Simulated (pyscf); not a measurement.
Optimised with ωB97X-D3(BJ)/def2-SVP in PySCF.

### Question
Estimate the classical barrier height and the reaction energy of `[CH4]` + `[CH3][InH][Cl]` -> `[CH3][InH][CH3]` + `[ClH]` at ωB97M-D3(BJ)/def2-TZVP. The step runs on the singlet surface, breaks C–H, Cl–In and forms C–In, Cl–H; take the separated reactants as zero.

### Answer
ΔE‡ = 45.0 kcal/mol, ΔE = +40.2 kcal/mol. Zero-point energy shifts the barrier by -2.3 kcal/mol. It is a four-centre exchange, with an imaginary mode of 890i cm⁻¹. On the reactant side the descent ends in a complex (not fully relaxed), 4.2 kcal/mol under the separated species and 48.1 kcal/mol under the saddle at ωB97X-D3(BJ)/def2-TZVP. On the product side the descent ends in an adduct with a Cl–In contact, 7.0 kcal/mol under the separated species and 8.6 kcal/mol under the saddle at ωB97X-D3(BJ)/def2-TZVP. What is counted as broken (Cl–In) persists as a longer contact in the product adduct; parting that adduct is a step of its own. This is the saddle that the search found; another between the same sides may lie lower. Elements past Kr carry the def2 core potentials, without spin-orbit coupling.
